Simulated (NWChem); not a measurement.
System: carbon tetrachloride (CCl$_{4}$); SMILES ClC(Cl)(Cl)Cl

All runs: NWChem. Medium grid unless said otherwise, to which SCAN and Minnesota functionals are sensitive. All runs use the structure optimised with PBE0/def2-SVP. Total energies of different functionals are on different scales.

```tsv
level	energy (Ha)	highest occupied level (eV)	orbital gap (eV)
LDA (Slater exchange, VWN5)/def2-TZVPD	-1872.7098	-7.81	4.86
PBE/def2-TZVPD	-1878.1650	-7.68	4.89
BLYP/def2-TZVPD	-1878.9282	-7.52	4.84
TPSS/def2-TZVPD	-1879.0395	-7.81	?
r2SCAN/def2-TZVPD	-1878.8110	-8.03	5.35
B3LYP/def2-TZVPD	-1879.0027	-8.84	6.83
PBE0/def2-TZVPD	-1878.3053	-9.12	7.38
M06-2X/def2-TZVPD	-1878.8777	-10.50	9.76
CAM-B3LYP/def2-TZVPD	-1878.9827	-10.51	9.93
Hartree-Fock/def2-TZVPD	-1875.8868	-12.53	13.77
```

Task: Fill in the missing entries.

Result: 
- TPSS/def2-TZVPD, orbital gap (eV): 5.12
